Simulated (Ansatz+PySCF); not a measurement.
The numbers below are computed, except where a source is named.
Several solutions for triplet BHO₂

```xyz
4

O     0.0000    0.0000   -0.8912
O     0.0000    0.0000    0.8912
B    30.0000    0.0000   -0.4592
H    30.0000    0.0000    2.2960
```

Basis set: 6-31G (spherical functions). Charge 0, multiplicity 3.

CASSCF(4,4) was run from several starts with Ansatz (development build ahead of 0.2.0) and PySCF 2.14.0. The starts are those of the Hartree–Fock orbitals from which the active space was taken at the frontier.

```
run  program                        start  converged  energy (hartree)  <S²>
  A   Ansatz      stability test followed        yes        -174.36598  2.00
  B   Ansatz  search for the lowest state        yes        -174.48223  2.00
  C    PySCF             program defaults        yes        -174.27002  2.00
  D   Ansatz      atomic start, no search        yes        -174.34745  2.00
```

Question: Which runs reached the lowest solution of this kind, and what is wrong with the others?

Answer: B reached the lowest solution found. Converged but too high: A by 3.16 eV, C by 5.77 eV, D by 3.67 eV. Convergence only shows a stationary point; in CASSCF the end hangs on which orbitals enter the active space. Caution: other starts end on other solutions of this active space.
